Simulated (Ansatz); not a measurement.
Input for Ansatz (development build ahead of 0.2.0):

```yaml
crystal:
  periodic: [false, false, false]
  atoms:
    - { symbol: H, position_ang: [0.0, 0.00031, -1.236] }
    - { symbol: C, position_ang: [0.0, 4.0e-05, -0.15219] }
    - { symbol: P, position_ang: [0.0, -0.00035, 1.38819] }
basis:
  gaussian: { orbitals: def2-SVP }
hamiltonian:
  xc: hf
correlation:
  method: ccsd_t
  frozen_orbitals: { C: 1, H: 0, P: 5 }
scf:
  omitted_lower_state_checks: [stability, starts, atomic_configurations, cluster_reference, orbital_swaps, given_window_search, neighbouring_geometries, increment]
```

The input is written out in the form of the current development build from the run's settings.

The run gave:

- Converged: yes
- Reference energy: -378.98531 hartree
- Correlation energy: -0.27667 hartree
- Total energy: -379.26198 hartree
